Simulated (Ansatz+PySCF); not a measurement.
## doublet C2H3O2: levels of theory in one basis

```yaml
atoms:
  - { symbol: C, position_ang: [0.0000, -0.1165, -1.0438] }
  - { symbol: C, position_ang: [0.0000, 0.2953, 0.2889] }
  - { symbol: O, position_ang: [0.0000, -0.7497, 1.1625] }
  - { symbol: H, position_ang: [0.0000, -0.3612, 2.0490] }
  - { symbol: H, position_ang: [0.0000, -1.1656, -1.3043] }
  - { symbol: H, position_ang: [0.0000, 0.6439, -1.8107] }
  - { symbol: O, position_ang: [0.0000, 1.4538, 0.6584] }
```

Basis set: cc-pVTZ (spherical functions). Frozen core: 4 orbitals. Correlation on ROHF uses semicanonical orbitals with singles. Charge 0, multiplicity 2.

Computed with Ansatz (development build ahead of 0.2.0) and PySCF 2.14.0; each method stands on the lowest determinant of its kind that the runs found.

| method | E − E(ROHF) (eV) | <S²> of the determinant |
| --- | --- | --- |
| ROHF | 0.00 | 0.75 |
| UHF | -0.20 | 0.82 |
| ROHF-MP2 | -20.94 | – |

Problem. What does UHF-MP2 give on the same scale?

Solution. -20.82 eV.
